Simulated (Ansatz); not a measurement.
Results of HSE06 (plane waves, PAW; Ansatz, an electronic-structure program) for MgSiP2 (I-42d, No. 122, 8 atoms in the cell).

Numerical settings: plane-wave cutoff 460 eV, 6×6×6 k mesh, Fermi–Dirac smearing 0.01 eV, scalar-relativistic PAW data made under PBE.

Cell (relaxed at this level):

```
MgP2Si
1.0
   -2.86097     2.86097     5.08391
    2.86097    -2.86097     5.08391
    2.86097     2.86097    -5.08391
Mg Si P
2 2 4
Direct
  0.00000   0.00000   0.00000
  0.75000   0.25000   0.50000
  0.50000   0.50000   0.00000
  0.25000   0.75000   0.50000
  0.87500   0.83181   0.45681
  0.16819   0.62500   0.04319
  0.37500   0.41819   0.54319
  0.58181   0.12500   0.95681
```

Problem. Predict the band gap.

Solution. 
* **band gap**: 1.99 eV (on the SCF k mesh) (direct)

Note: the relaxation could not lower the start's symmetry, so the cell can be a saddle point above a distorted one.

The computed numbers hold no vibrational or temperature effects.

Cost on a shared machine: roughly 2.2 core-hours.
